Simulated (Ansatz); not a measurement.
# Solid bromine

Method: r²SCAN+rVV10 (PAW; Ansatz, a first-principles code).

Cell: relaxed at this level.

| Item | Result |
|---|---|
| lattice energy | 60 kJ/mol |
| volume per molecule | 60.98 Å³ |

Static lattice: no zero-point or thermal effects.

It cost very roughly 21 core-seconds of CPU time.
